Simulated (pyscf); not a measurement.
B–Cl [singlet] + water (H₂O) → HO–BH–Cl, an insertion (singlet surface; H–O broken, B–O, B–H formed). Structures and frequencies: ωB97X-D3(BJ)/def2-SVP in PySCF. Correlated levels are frozen-core, on RHF or UHF. ΔMP2 is the change of the MP2 total energy from the triple- to the quadruple-zeta basis. Energies in kcal/mol from the separated reactants.

Small-basis levels: PySCF, no dispersion term, spherical d functions. AM1 to PM7: differences of heats of formation from MOPAC. GFN2-xTB: tblite. 

```tsv
level	barrier	reaction energy
HF/3-21G	13.8	-110.8
B3LYP/3-21G	-9.9	-122.4
B3LYP/6-311+G**	12.8	-97.8
B3LYP/def2-SVP	4.4	-108.5
GFN2-xTB	0.7	-113.2
PM3	-6.3	-74.8
PM6	-9.7	-83.4
CCSD(T)/def2-TZVPP + ΔMP2(QZVPP)	15.7	-94.7
```

Against the last row the barrier runs from -25.6 (B3LYP/3-21G) to -1.8 kcal/mol (HF/3-21G); HF/3-21G happens to lie closest here (1.8 kcal/mol apart). At B3LYP/3-21G, PM3, PM6 this geometry lies under one side, so the entry may be no barrier of that level: it is a single point on another level's saddle. CCSD(T)/def2-TZVPP + ΔMP2(QZVPP) has limits of its own. The reactants may also form a dative adduct at B–Cl [singlet]; it and routes through it were not searched. One saddle was located; it need not be the lowest between these sides. The CCSD(T) − MP2 part came from Ansatz, without density fitting, on the same reference.
